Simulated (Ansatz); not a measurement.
# One shape, several levels: triplet CH7AlSi

We compute a comparison of 4 runs (U-r2SCAN/cc-pVDZ, UB2PLYP/cc-pVDZ, USVWN5/cc-pVDZ, RPA@PBE/cc-pVDZ) of triplet CH7AlSi. 

The results are computed with Ansatz 0.2.0.

68 further runs of the same task are left out: 68 set aside as unsound or not needed.

### 1 Starting point

CH7AlSi: 10 atoms, total charge 0, spin state triplet. As SMILES of the parent species, `[CH3][AlH][SiH3]`. The coordinates come from a PBE0-D4/def2-TZVP relaxation. That shape belongs to the parent species and isn't relaxed for this state.

Bond lengths: C1–Al2 1.953 Å, Al2–Si3 2.461 Å, C1–H4 1.096 Å, C1–H5 1.092 Å, C1–H6 1.096 Å, Al2–H7 1.593 Å, Si3–H8 1.494 Å, Si3–H9 1.494 Å, Si3–H10 1.490 Å. Some angles: C1–Al2–Si3 120.6°, C1–Al2–H7 118.9°, Si3–Al2–H7 120.4°, Al2–C1–H4 110.5°, Al2–C1–H5 113.7°, Al2–C1–H6 110.2°, Al2–Si3–H8 110.9°, Al2–Si3–H9 110.7°, Al2–Si3–H10 114.1°, H4–C1–H5 108.0°.

### 2 The energy at U-r2SCAN/cc-pVDZ (run 1)

input.yaml

```yaml
crystal:
  periodic: [false, false, false]
  atoms:
    - {symbol: C, position_ang: [-1.428400, 0.967200, -0.792400]}
    - {symbol: Al, position_ang: [0.409100, 0.309500, -0.720900]}
    - {symbol: Si, position_ang: [1.161700, -1.107300, 1.145400]}
    - {symbol: H, position_ang: [-1.909200, 0.659300, -1.727500]}
    - {symbol: H, position_ang: [-2.050600, 0.624100, 0.036600]}
    - {symbol: H, position_ang: [-1.438000, 2.063000, -0.790400]}
    - {symbol: H, position_ang: [1.416900, 0.709200, -1.887700]}
    - {symbol: H, position_ang: [0.334900, -2.347600, 1.241000]}
    - {symbol: H, position_ang: [1.000200, -0.395000, 2.448500]}
    - {symbol: H, position_ang: [2.586600, -1.533600, 1.050400]}
basis:
  gaussian:
    orbitals: cc-pVDZ
magnetization:
  spin_polarized: true
  initial_magnetization: 2
hamiltonian:
  xc: r2scan
accuracy: high
output: {orbitals: {seedname: orbitals}}
```

On the command line:

```console
$ ansatz run input.yaml --threads 1 --pin off --max-ram 3480MiB --events-out events.jsonl --progress --plain --runs-dir runs
```

Output:

```text
Warning: RAYON_NUM_THREADS=1 ignored (pool sized by the plan → 1); use --threads N
Functional definition: r2SCAN
  name "r2SCAN"
  parameter k0 = 0.174
  parameter k1 = 0.065
  parameter a1 = 4.9479
  exchange = r2scan_x(k0 = k0, k1 = k1, a1 = a1)
  correlation = r2scan_c
2025 factors; integrals over basis functions are off by at most 3.9e-9 eV
mean field evaluation 1: about -15612.5003 eV, gradient 3.6e1 eV
mean field evaluation 2: about -15594.2182 eV, gradient 5.6e1 eV
mean field evaluation 4: about -15619.2059 eV, gradient 3.5e0 eV
mean field evaluation 8: about -15619.3266 eV, gradient 2.1e-1 eV
mean field evaluation 16: about -15619.3272 eV, gradient 4.4e-4 eV
mean field evaluation 32: about -15619.1214 eV, gradient 1.6e0 eV
mean field -15619.32722844 eV, -573.9996884849 hartree, gradient 3.1e-8 eV, S^2 2.006519; 3 other end points of the search recorded, 0 dependent functions left out
reference -15619.32723212 eV, -573.9996886201 hartree; 21, 19 occupied and 64, 66 virtual orbitals, 2025 factors
Total energy: -15619.32723212 eV, -573.9996886201 hartree
```

Run time: 31 s. Hardware: 1 thread of Arm Neoverse V1, shared host; peak memory 0.45 GiB.

### 3 The energy at UB2PLYP/cc-pVDZ (run 2)

molecule.yaml

```yaml
crystal:
  periodic: [false, false, false]
  atoms:
    - symbol: C
      position_ang: [-1.428400, 0.967200, -0.792400]
    - symbol: Al
      position_ang: [0.409100, 0.309500, -0.720900]
    - symbol: Si
      position_ang: [1.161700, -1.107300, 1.145400]
    - symbol: H
      position_ang: [-1.909200, 0.659300, -1.727500]
    - symbol: H
      position_ang: [-2.050600, 0.624100, 0.036600]
    - symbol: H
      position_ang: [-1.438000, 2.063000, -0.790400]
    - symbol: H
      position_ang: [1.416900, 0.709200, -1.887700]
    - symbol: H
      position_ang: [0.334900, -2.347600, 1.241000]
    - symbol: H
      position_ang: [1.000200, -0.395000, 2.448500]
    - symbol: H
      position_ang: [2.586600, -1.533600, 1.050400]
basis:
  gaussian:
    orbitals: cc-pVDZ
magnetization:
  spin_polarized: true
  initial_magnetization: 2
output:
  orbitals: {seedname: orbitals}
correlation:
  frozen_orbitals: {Al: 5, C: 1, H: 0, Si: 5}
hamiltonian:
  xc: {name: B2PLYP}
accuracy: high
```

On the command line:

```console
$ ansatz run molecule.yaml --threads 1 --pin off --max-ram 3480MiB --events-out events.jsonl --progress --plain --runs-dir runs
```

Output (excerpt; [...] marks lines left out):

```text
Warning: RAYON_NUM_THREADS=1 ignored (pool sized by the plan → 1); use --threads N
Functional definition: B2PLYP
  name "B2PLYP"
[...]
2025 factors; integrals over basis functions are off by at most 3.9e-9 eV
[...]
mean field -15609.99852434 eV, -573.6568649324 hartree, gradient 3.8e-8 eV, S^2 2.004142; 2 other end points of the search recorded, 0 dependent functions left out
11 core orbitals not correlated: weight in the atoms' cores, before any rotation towards them, 1.000 or more for the frozen orbitals, at most 0.000 for the correlated occupied ones
reference -15609.99855423 eV, -573.6568660310 hartree; 10, 8 occupied and 64, 66 virtual orbitals, 2025 factors
second order -10.61157310 eV of doubles, -0.00000000 eV of singles
Total energy: -15612.86367897 eV, -573.7621574230 hartree
```

Run time: 20 s. Hardware: 1 thread of Arm Neoverse V1, shared host; peak memory 0.41 GiB.

Run 3 isn't shown in full; the table further down has it.

### 4 A single-point energy at RPA@PBE/cc-pVDZ (run 4)

molecule.yaml

```yaml
crystal:
  periodic: [false, false, false]
  atoms:
    - {symbol: C, position_ang: [-1.428400, 0.967200, -0.792400]}
    - {symbol: Al, position_ang: [0.409100, 0.309500, -0.720900]}
    - {symbol: Si, position_ang: [1.161700, -1.107300, 1.145400]}
    - {symbol: H, position_ang: [-1.909200, 0.659300, -1.727500]}
    - {symbol: H, position_ang: [-2.050600, 0.624100, 0.036600]}
    - {symbol: H, position_ang: [-1.438000, 2.063000, -0.790400]}
    - {symbol: H, position_ang: [1.416900, 0.709200, -1.887700]}
    - {symbol: H, position_ang: [0.334900, -2.347600, 1.241000]}
    - {symbol: H, position_ang: [1.000200, -0.395000, 2.448500]}
    - {symbol: H, position_ang: [2.586600, -1.533600, 1.050400]}
basis:
  gaussian:
    orbitals: cc-pVDZ
magnetization:
  spin_polarized: true
  initial_magnetization: 2
hamiltonian:
  xc: pbe
correlation:
  method: rpa
  frozen_orbitals: {Al: 5, C: 1, H: 0, Si: 5}
accuracy: high
```

On the command line:

```console
$ ansatz run molecule.yaml --threads 1 --pin off --max-ram 3480MiB --events-out events.jsonl --progress --plain --runs-dir runs
```

Output (excerpt; [...] marks lines left out):

```text
Warning: RAYON_NUM_THREADS=1 ignored (pool sized by the plan → 1); use --threads N
Functional definition: PBE
  name "PBE"
[...]
2025 factors; integrals over basis functions are off by at most 3.9e-9 eV
[...]
mean field -15611.80111408 eV, -573.7231088837 hartree, gradient 1.8e-8 eV, S^2 2.003083; 4 other end points of the search recorded, 0 dependent functions left out
11 core orbitals not correlated: weight in the atoms' cores, before any rotation towards them, 1.000 or more for the frozen orbitals, at most 0.000 for the correlated occupied ones
reference -15581.35725790 eV, -572.6043178046 hartree; 10, 8 occupied and 64, 66 virtual orbitals, 2025 factors
Total energy: -15598.38766486 eV, -573.2301737167 hartree
```

Wall time 22 s (1 thread of Arm Neoverse V1, shared host); peak memory 0.37 GiB.

### 5 All runs side by side

```
run             level  frozen core orbitals  energy (Eh)  HOMO energy (eV)   ⟨S²⟩  wall time
  1  U-r2SCAN/cc-pVDZ                     –  -573.999689             -3.32  2.007       31 s
  2   UB2PLYP/cc-pVDZ                    11  -573.762157             -4.37  2.004       20 s
  3    USVWN5/cc-pVDZ                     –  -571.431621             -2.99  2.002      8.4 s
  4   RPA@PBE/cc-pVDZ                    11  -573.230174                 –  2.003       22 s
```

### 6 Summary of results

| quantity | value |
| --- | --- |
| run 4: total energy | -573.23017 Eh |
| run 4: RPA correlation energy (valence) | -625.9 mEh |
| run 4: ⟨S²⟩ of the reference determinant | 2.003 |

**Reading.** Totals of different functionals can't be ranked against each other. All runs together took 81 s, the longest 31 s.
